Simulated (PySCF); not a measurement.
Homolysis of single bonds, series silaethenyl-X. Gas-phase values, no solvent. One relaxed conformer stands for each flexible species; it need not be the lowest. Strings in code marks are SMILES.

A: radical fragment (`[OH]`)
B: radical fragment (`C[CH]C`)
C: radical fragment (`[SH]`)

Q: Rank these by dipole moment (lowest first), as PySCF with PBE-D3(BJ)/def2-TZVP // PBE0-D3(BJ)/def2-TZVP gives it.

A: B (0.22 D), C (0.87 D), A (1.72 D)
